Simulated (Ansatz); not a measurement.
Barrier H + H2 via H3, on the benchmark's geometries as Psi4's copy gives them; open shells unrestricted, no zero-point energy, no spin–orbit coupling.
Transition structure (charge 0, multiplicity 2, Z-matrix in Å and degrees):
```
H
H 1 0.9295
H 1 0.9295 2 180.00
```

Programs: Ansatz (a quantum-chemistry and plane-wave program) with Gaussian orbitals. 

The barrier height (kcal/mol) and the share of exact exchange:

| functional | exact exchange (%) | value |
|---|---|---|
| PBE/def2-TZVPPD | 0 | 3.59 |
| PBE0/def2-TZVPPD | 25 | 5.62 |
| BLYP/def2-TZVPPD | 0 | 2.82 |
| B3LYP/def2-TZVPPD | 20 | 4.22 |
| BHLYP/def2-TZVPPD | 50 | 6.46 |
| r2SCAN/def2-TZVPPD | 0 | 2.50 |

Q: Take the value as linear in the share of exact exchange along PBE and PBE0. Give the slope, say whether the sign turns, and set the other functionals against that line.

A: 
Slope: (5.62 − (3.59))/2.5 = 0.81 kcal/mol for each 10 %. The line keeps its sign from 0 to 100 %. At 50 % it gives 7.7 kcal/mol. The LYP pair gives (6.46 − (2.82))/5 = 0.73 for each 10 %. BHLYP, at 50 %, lies -1.2 from the PBE line. B3LYP, at 20 %, lies -1.0 from the PBE line. r2SCAN, with none, stands -1.1 from PBE.
